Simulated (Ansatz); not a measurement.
Energy needed to pull apart CH$_{2}$OS (SMILES OC=S), singlet, into free ground-state atoms, from the structure below (displaced at random from a GFN2-xTB minimum); no zero-point or spin–orbit terms; open-shell atoms are treated unrestricted, in their ground-state multiplicity.

```
atom    x (Å)    y (Å)    z (Å)
  O1  -0.8965  -0.4183  -0.0689
  C2   0.3264   0.0687   0.1310
  S3   1.3006  -0.5370   1.2757
  H4  -1.3799   0.0141  -0.8216
  H5   0.6609   0.8959  -0.5405
```

Ansatz 0.2.0; basis: def2-TZVPP; cores frozen in the correlated methods.

```tsv
method	atomization energy (kJ/mol)
PBE-D4	1917
revPBE-D4	1855
r2SCAN-D4	?
PBE0-D4	?
r2SCANh-D4	1819
wB97M-V	1839
HF	1177
MP2	1825
CCSD	1716
CCSD(T)	1766
```

Problem. What does r2SCAN-D4 give? (An estimate is asked for; the value comes from the calculation.)

Solution. Computed: 1845 kJ/mol, which is about 79 kJ/mol more than CCSD(T)/def2-TZVPP.

Problem. What does PBE0-D4 give? (Judge from chemistry; the value comes from the calculation.)

Solution. The calculation gives: 1837 kJ/mol, which is about 71 kJ/mol more than CCSD(T)/def2-TZVPP.

In triple zeta the MP2 and coupled-cluster atomization energies are still short of their basis limit by a few kcal/mol a bond, whereas those of the functionals are nearly converged, so these differences are not deviations from converged CCSD(T).

No T1 diagnostic of these runs exceeds 0.019. The restricted Hartree–Fock reference is unstable towards an unrestricted one here.

For scale, one of the runs: CCSD(T)/def2-TZVPP forces, 132 basis functions (an equivalent command: `ansatz run in.yaml --threads 4`). The run took 23 s on 4 CPU threads (shared host), with 1.2 GiB of host memory at its peak.
